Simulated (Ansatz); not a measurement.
## How close CCSD(T) comes to the exact answer in a basis

Each species is computed at the geometry given (Å), with frozen cores, in Ansatz 0.2.0: RHF-CCSD(T) for singlets, UHF-CCSD(T) otherwise, and full CI in the same basis. The program picks the determinant by trial CCSD, so it needn't be the lowest Hartree–Fock solution. States: HPSi singlet A', HNSi triplet A', AsH2⁺ singlet A1. Cases whose determinant has another symmetry than full CI's state, or whose (Q) step broke down, weren't drawn. No relativity is included.

Judging by size, spin and bonding, rank them by the size of CCSD(T)'s error in total energy against full CI in the same basis, smallest first (an estimate).
A. AsH2⁺, singlet, cc-pVTZ: As 0.000 -0.019 0.000; H 0.000 0.710 -1.324; H 0.000 0.710 1.324
B. HPSi, singlet, 6-31G: Si 0.000 -0.009 1.192; P 0.000 -0.034 -1.070; H 0.000 1.274 -0.352
C. HNSi, triplet, 6-31G: Si 0.000 0.028 0.552; N 0.000 -0.105 -0.989; H 0.000 0.672 -1.649

A (24.8 meV), B (44.8 meV), C (81.5 meV).

```csv
species,basis,correlated electrons,CCSD(T) − full CI (meV),CCSDT(Q) − full CI (meV),unpaired electrons (full CI),T1,⟨S²⟩ of the determinant
"AsH2⁺, singlet",cc-pVTZ,6,24.8,0.9,0.10,0.012,0.00
"HPSi, singlet",6-31G,10,44.8,3.2,0.20,0.031,0.00
"HNSi, triplet",6-31G,10,81.5,-2.8,2.13,0.091,2.01
```

Unpaired electrons are Σ n²(2−n)² over natural occupations; an open shell counts its own unpaired electrons too. Frozen cores follow each run's orbitals, which moves totals by a few meV.
